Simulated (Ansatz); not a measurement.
This geometry of CH₇N₃ (11 atoms, charge 0, multiplicity 1) is a first-order saddle point.

Method: RKS PBE/def2-SVP (Ansatz).

```xyz
11
Properties=species:S:1:pos:R:3
N -0.929 1.071 -0.044
C 0.301 0.300 0.170
N 0.136 -0.471 1.391
N 0.752 -0.528 -0.961
H -1.139 1.139 -1.046
H -1.725 0.613 0.415
H 1.141 1.013 0.349
H 1.033 -0.926 1.604
H -0.518 -1.246 1.202
H 1.055 0.065 -1.746
H -0.041 -1.087 -1.313
```

Which two structures does it join? (They come from a converged band through this point; their orientation in space is the band's.)

No bond is made or broken. The dihedral H5–N1–C2–N4 goes from 64 to -67°.

Initial state:

```xyz
11
Properties=species:S:1:pos:R:3
N -0.851 1.086 -0.194
C 0.303 0.269 0.175
N -0.018 -0.705 1.215
N 0.936 -0.351 -0.987
H -1.575 0.474 -0.603
H -1.271 1.474 0.664
H 1.057 0.965 0.613
H 0.821 -1.270 1.412
H -0.717 -1.369 0.846
H 1.114 0.375 -1.696
H 0.266 -1.004 -1.423
```

Final state:

```xyz
11
Properties=species:S:1:pos:R:3
N -1.118 0.753 -0.032
C 0.263 0.321 0.205
N 0.292 -0.502 1.401
N 0.966 -0.385 -0.871
H -1.142 1.488 -0.751
H -1.664 -0.039 -0.404
H 0.843 1.268 0.358
H 0.781 -1.385 1.232
H -0.651 -0.662 1.768
H 1.121 0.245 -1.669
H 0.375 -1.158 -1.216
```

How far does it lie above each of them?

3.6 kcal/mol above the first and 0.7 kcal/mol above the second. This is the barrier of this one path; another mechanism may lie lower.

Run time: 2.6 min on 1 thread of Arm Neoverse V1, with other jobs on the host, peak memory 0.17 GiB.
